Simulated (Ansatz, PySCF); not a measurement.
Species: C₂H₃O, charge 0, multiplicity 2. It need not be the lowest isomer of its formula. 
Geometry from a B3LYP-D3(BJ)/def2-TZVP (Ansatz, an electronic-structure program) optimisation:
```xyz
6

C     -0.9717    -0.6516    -0.0052
C      0.0062     0.4945     0.0051
H     -0.4534    -1.6140    -0.0159
H     -1.6108    -0.5706     0.8749
H     -1.6134    -0.5526    -0.8815
O      1.1838     0.4600     0.0029
```
Charge 0, spin multiplicity 2.

Total electronic energies in hartree. Valence correlation only, unless marked. UHF or UKS for open shells. Spin-orbit coupling is left out. Non-relativistic. CBS marks a two-point X^-3 extrapolation of the correlation energy; Hartree-Fock from the larger set. The bracket is a focal-point correction in the basis named.

```csv
level,program,energy (Eh)
HF/cc-pVDZ,Ansatz,-152.31140
HF/def2-TZVPD,PySCF,-152.36227
RI-HF/aug-cc-pVTZ,Ansatz,-152.35852
RI-HF/cc-pVTZ,Ansatz,-152.35613
BLYP-D3(BJ)/def2-TZVPD,Ansatz + dftd3,-153.21058
BLYP-D4/def2-TZVPD,Ansatz + dftd4,-153.21037
BLYP/def2-TZVPD,Ansatz,-153.20511
TPSS-D3(BJ)/def2-TZVPD,PySCF + dftd3,-153.27292
r2SCAN/def2-TZVPD,Ansatz,-153.15965
r2SCAN-D3(BJ)/def2-TZVPD,Ansatz + dftd3,-153.16030
BHLYP-D4/def2-TZVPD,Ansatz + dftd4,-153.15953
TPSSh/def2-TZVPD,PySCF,-153.25104
r2SCAN0-D4/def2-TZVPD,Ansatz + dftd4,-153.13790
HSE06-D4/def2-TZVPD,Ansatz + dftd4,-153.06028
CAM-B3LYP-D3(BJ)/def2-TZVPD,Ansatz + dftd3,-153.17803
PBE-QIDH/def2-TZVPD,Ansatz,?
MP2/aug-cc-pVDZ,Ansatz,-152.77421
MP2/cc-pwCVTZ,Ansatz,-152.90414
RI-MP2/cc-pVTZ,Ansatz,-152.89340
SCS-MP2/6-31G*,Ansatz,-152.69968
CCSD(T)/cc-pVDZ,Ansatz,-152.78454
CCSD(T)/cc-pVDZ,PySCF,-152.78454
"RI-MP2/CBS(cc-pVTZ,cc-pVQZ)+[CCSD(T)-MP2]/cc-pVTZ",Ansatz,-153.0123
```

**Question.** Fill in the missing entries.

**Answer.** 
- PBE-QIDH/def2-TZVPD, energy (Eh): -153.03785
